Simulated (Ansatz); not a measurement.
# H4NOSi−: an energy map over bond length N1–H4 and angle H4–N1–Si2

How does the energy of H₄NOSi, SMILES N[SiH2][O-], charge −1 change over two coordinates at once? A grid of runs gives the map.

Method: RKS CAM-B3LYP-D4/def2-SVPD; program: Ansatz 0.2.0.

## Step 1: Starting geometry

SMILES `N[SiH2][O-]`, 7 atoms, charge -1, spin multiplicity 1.

Atoms are counted from 1 here; the program's logs count them from 0.

Bond lengths: N1–Si2 1.818 Å, N1–H4 1.028 Å, N1–H5 1.027 Å, Si2–O3 1.602 Å, Si2–H6 1.555 Å, Si2–H7 1.544 Å. Angles: Si2–N1–H4 113.6°, Si2–N1–H5 110.5°, H4–N1–H5 107.4°, N1–Si2–O3 114.0°, N1–Si2–H6 105.5°, N1–Si2–H7 100.9°, O3–Si2–H6 115.1°, O3–Si2–H7 117.9°, H6–Si2–H7 101.6°.

Coordinates:

```csv
atom,x (Å),y (Å),z (Å)
N1,-0.9304,-0.1524,-0.6281
Si2,0.6183,-0.1375,0.3248
O3,0.6694,-1.2237,1.5008
H4,-1.0927,0.7093,-1.1646
H5,-1.7357,-0.2818,-0.0048
H6,0.8105,1.3367,0.7808
H7,1.6606,-0.2507,-0.8090
```

This geometry comes from a loose relaxation at PBE in a small basis, which is not shown.

## Step 3: Setting up the map

The axes are (1) bond length N1–H4: 11 values from 0.875 to 1.424 Å; (2) angle H4–N1–Si2: 11 values from 87.8 to 137.8 °.

Nothing else is relaxed (all other coordinates rigid). Energies count from the relaxed molecule at the same level.

(The set-up runs are not shown.)

## Step 4: Point bond length N1–H4 = 1.369 Å, angle H4–N1–Si2 = 127.8°

The input, input.yaml:

```yaml
crystal:
  periodic: [false, false, false]
  atoms:
    - { symbol: "N", position_ang: [-0.869315, 0.178741, -0.655246] }
    - { symbol: Si, position_ang: [0.617251, -0.05583, 0.330759] }
    - { symbol: O, position_ang: [0.507764, -0.815729, 1.715292] }
    - { symbol: H, position_ang: [-2.007525, 0.856122, -0.309135] }
    - { symbol: H, position_ang: [-1.304531, -0.699143, -0.927548] }
    - { symbol: H, position_ang: [1.109164, 1.382079, 0.412945] }
    - { symbol: H, position_ang: [1.52007, -0.712506, -0.703632] }
total_charge: -1
basis:
  gaussian: { orbitals: def2-SVPD }
hamiltonian:
  xc: { name: CAM-B3LYP }
  dispersion: d4
output:
  forces: true
```

Launch:

```bash
$ ansatz run input.yaml --threads 1 --pin off --max-ram 2560MiB --backend cpu --events-out ev --progress --plain --runs-dir out
```

The session goes on with these runs: the other points that were computed.

Q: Predict the outcome of this session. Wanted: lowest point; highest computed point; largest force on an atom.

The runs gave:

| quantity | value |
| --- | --- |
| lowest point | bond length N1–H4 = 1.039 Å, angle H4–N1–Si2 = 112.8°, 0.24 kcal/mol |
| highest computed point | bond length N1–H4 = 1.424 Å, angle H4–N1–Si2 = 137.8°, 46.3 kcal/mol above the lowest |
| largest force on an atom (eV/Å) | 0.9 at bond length N1–H4 = 1.039 Å, angle H4–N1–Si2 = 112.8° to 10.5 at bond length N1–H4 = 0.875 Å, angle H4–N1–Si2 = 87.8°; 0.9 at the lowest point |
| time for the whole task | 8.2 min on 1 thread, shared host |

**Reading.** The lowest computed point is at bond length N1–H4 = 1.039 Å, angle H4–N1–Si2 = 112.8°, 0.24 kcal/mol from the relaxed molecule at the same level. The grid is coarse, so the lowest point of the scanned range may lie between grid points; coordinates that were held can hide deeper minima. The grid shows no other well, apart from its symmetry copies. The highest computed point, bond length N1–H4 = 1.424 Å, angle H4–N1–Si2 = 137.8°, lies 46.3 kcal/mol above the lowest. Round the minimum the two coordinates are nearly uncoupled.
